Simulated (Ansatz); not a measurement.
Reaction (SMILES): [F][Al][F] → Al atom + 2 F atom
B3LYP-D3(BJ)/def2-TZVP geometries, fixed; electronic energies without zero-point terms.

Basis-set convergence of the atomisation energy at MP2 with Ansatz (a first-principles code). Cartesian d functions, on some or all atoms, in 6-31G**, 6-311+G**; all else is spherical. Cores are frozen. Open shells are unrestricted. No added dispersion term, no relativity. Functions are those of the species that has most. Reference: Hartree-Fock in aug-cc-pV(Q+d)Z plus the correlation part extrapolated as X^-3 from aug-cc-pV(T+d)Z and aug-cc-pV(Q+d)Z, 292.04 kcal/mol, itself unsure by roughly 1.42 kcal/mol (a third of the extrapolation step and of the last Hartree-Fock step). Deviations are taken from unrounded values.

```csv
basis,functions,atomisation energy (kcal/mol),minus reference (kcal/mol)
STO-3G,19,192.65,-99.39
6-31G,31,218.12,-73.92
pcseg-0,31,229.58,-62.46
6-31G**,49,267.86,-24.18
aug-pcseg-1,73,279.02,-13.02
6-311+G**,75,263.29,-28.75
aug-cc-pV(D+d)Z,78,274.90,-17.14
"6-311++G(2d,2p)",89,275.23,-16.81
def2-TZVP,99,281.04,-11.00
"6-311++G(3df,3pd)",125,282.73,-9.31
jun-cc-pV(T+d)Z,126,280.88,-11.16
aug-pcseg-2,142,288.09,-3.95
aug-cc-pV(T+d)Z,147,284.57,-7.47
cc-pV(Q+d)Z,174,288.13,-3.91
def2-QZVPP,184,287.56,-4.48
aug-cc-pV(Q+d)Z,249,289.70,-2.34
aug-pcseg-3,259,289.94,-2.10
cc-pV(5+d)Z,282,289.93,-2.11
```
